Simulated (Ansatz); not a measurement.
Results of the Gaussian-basis code of Ansatz.

A structure relaxed at PBE0-D4/def2-TZVP, charge 0, multiplicity 1:

| atom | x (Å) | y (Å) | z (Å) |
| --- | --- | --- | --- |
| N1 | 0.878 | 0.724 | -0.800 |
| C2 | 0.249 | -0.127 | -0.133 |
| N3 | -0.996 | 0.021 | 0.383 |
| F4 | 0.712 | -1.365 | 0.143 |
| H5 | 1.762 | 0.359 | -1.134 |
| H6 | -1.351 | 0.961 | 0.391 |
| H7 | -1.254 | -0.573 | 1.150 |

(1) Give its formula and SMILES.

(2) Summarise the bond lengths by kind.

Answers

(1) CH3FN2, `N=C(N)F`.

(2) 2 × C–N 1.252 to 1.356 Å; 3 × H–N 1.004 to 1.013 Å; 1 × C–F 1.350 Å.
